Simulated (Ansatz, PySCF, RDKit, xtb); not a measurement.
**Solving [BSiNH7]−, step by step**

Given the formula [BSiNH7]− (charge -1) and nothing else, which arrangement of the atoms is the most stable in the gas at 298.15 K, and what are its properties?

The funnel: GFN2-xTB relaxations, single points with a density functional, relaxations at PBE0-D3(BJ)/def2-SVPD, harmonic vibrations, and a last energy at a higher level. All values are calculated.

6 further runs of the same task are left out: 1 for a known fault of the program, 5 set aside as unsound or not needed.

### 1 Drawing up candidates

All bonding patterns within simple valence rules are listed by program: one Lewis structure each, at most two rings and one unusual centre or charged pair. O–O, O–halogen and N–halogen bonds and N–N–N chains are not drawn. That gives 6 candidates.

| label | SMILES | spin |
| --- | --- | --- |
| c471 | [BH3-][NH2+][SiH2-] | singlet |
| c481 | [BH3-][SiH2]N | singlet |
| c557 | [BH3-]N[SiH3] | singlet |
| c688 | N[BH2-][SiH3] | singlet |
| c766 | [BH3-][SiH-][NH3+] | singlet |

Candidates are built by distance geometry, with a force field where one applies, in up to four conformers (letters a to d).

**Question.** With final energies at CCSD(T)/def2-SVPD + MP2/def2-TZVPPD - MP2/def2-SVPD, which structure will this search put lowest in free energy, and by what margin?

| quantity | value |
| --- | --- |
| lowest structure found | [BH3-]N[SiH3], singlet, C1 |
| next finalist | [BH3-][SiH2]N, singlet, 2.6 kcal/mol higher in G |
| share at equilibrium, among the finalists | 98.8 % |
| harmonic wavenumbers, lowest and highest (PBE0-D3(BJ)/def2-SVPD) | 72 and 3651 cm⁻¹ |
| rotational constants, same geometry | 0.8927, 0.1753, 0.1604 cm⁻¹ |
| HOMO energy (PBE0/def2-TZVPD) | -1.08 eV |
| LUMO energy (PBE0/def2-TZVPD) | 3.66 eV |
| HOMO–LUMO gap (to an unbound level, set by the basis) (PBE0/def2-TZVPD) | 4.74 eV |
| lowest excitation (TD-CAM-B3LYP/def2-SVPD) | 4.52 eV (f = 0.001) |
| strongest of the states computed, same level | 6.25 eV (f = 0.080) |
| lowest triplet excitation, same level, Tamm-Dancoff | 4.37 eV |
| vertical detachment energy | 2.99 eV |
| vertical triplet less singlet | +3.77 eV |

The lowest structure found is `[BH3-]N[SiH3]`. The margin, 2.6 kcal/mol, is modest. GFN2-xTB, HF/def2-SVPD and MP2/def2-SVPD already put its bonding pattern lowest among the structures in one piece; HF/STO-3G, r2SCAN-D4/def2-SVPD and PBE0-D3(BJ)/def2-SVPD favour the singlet [BH3-][SiH2]N. In an anion, excitations above the detachment energy lie in the continuum and hang on the basis, so they needn't be bound states. The search is not exhaustive (a finite list of starts, one conformer a finalist), so a lower isomer can't be ruled out. Patterns outside the rules of the enumeration were met only by chance.
